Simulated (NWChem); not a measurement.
Molecule: nitrogen dioxide (NO₂, doublet); SMILES [O]N=O

Program: NWChem. Spin-unrestricted. In the optimisation the excess spin sits in a1 (C2v, its own frame). Geometry: optimised at PBE0/def2-SVP, spin-unrestricted. No stability test was run on the SCF state. B3LYP is NWChem's, with the RPA form of VWN correlation. Vertical excitations in the gas phase; the lowest state need not have the same character in each row. Excited states of an open shell can be spin-contaminated.

For level B3LYP/def2-SVPD, TDA:

```
Property                                                     Value
-----------------------------------------------------------  -----
lowest excitation (eV)                                        2.95
lowest empty minus highest occupied level, either spin (eV)   3.83
```

Problem. How do the values read with level BHandHLYP/def2-SVPD, TDA instead?

Solution. 
| Item | Value |
|---|---|
| lowest excitation (eV) | 3.07 |
| lowest empty minus highest occupied level, either spin (eV) | 7.66 |
